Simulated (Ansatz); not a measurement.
## Worked example: correlation energy of C2H6OS, singlet

Geometry: MP2(full)/6-31G*, from the G2/97 set.

```yaml
atoms:
  - { symbol: S, position_ang: [0.0000, 0.1556, -0.4153] }
  - { symbol: O, position_ang: [0.0001, 1.4245, 0.4031] }
  - { symbol: C, position_ang: [1.3395, -0.8854, 0.2040] }
  - { symbol: C, position_ang: [-1.3396, -0.8851, 0.2040] }
  - { symbol: H, position_ang: [1.2558, -0.9727, 1.2901] }
  - { symbol: H, position_ang: [-2.2794, -0.3900, -0.0454] }
  - { symbol: H, position_ang: [1.3043, -1.8697, -0.2693] }
  - { symbol: H, position_ang: [2.2794, -0.3904, -0.0454] }
  - { symbol: H, position_ang: [-1.3046, -1.8694, -0.2693] }
  - { symbol: H, position_ang: [-1.2559, -0.9725, 1.2901] }
```

Basis STO-3G; Ansatz 0.2.0. Only valence electrons are correlated (noble-gas cores frozen), which leaves 26 electrons in 22 orbitals. Prefix R: restricted or restricted open-shell reference.

Full CI isn't at hand for all of this; RCCSDTQ serves as the reference, and is uncertain by about the last step of the cluster series.

Runs differ by some tens of microhartree through their thresholds, so steps under 0.03 kcal/mol mean nothing.

```csv
level,total energy (hartree)
RHF,-545.156540
RMP2,-545.331139
RCCSD,-545.386506
RCCSD(T),-545.392696
RCCSDT,-545.394118
RCCSDT(Q),-545.394565
RCCSDTQ,-545.394238
```

**Question.** What is the correlation energy at RCCSDTQ, and what share of it do RMP2 and RCCSDT recover?

**Answer.** E(corr) = -545.394238 − (-545.156540) = -0.237698 hartree = -6.468 eV. RMP2: -0.174599 / -0.237698 = 73.45 %. RCCSDT: -0.237578 / -0.237698 = 99.95 %.

**Question.** By how many kcal/mol does RCCSD(T) miss RCCSDTQ (1 hartree = 627.509 kcal/mol), and which steps make up the rest?

**Answer.** -545.392696 − (-545.394238) = 0.001542 hartree = 0.97 kcal/mol. Steps: RCCSDT − RCCSD(T) = -0.89, RCCSDT(Q) − RCCSDT = -0.28, RCCSDTQ − RCCSDT(Q) = 0.21 kcal/mol. Differences between like states or geometries often cancel part of this.
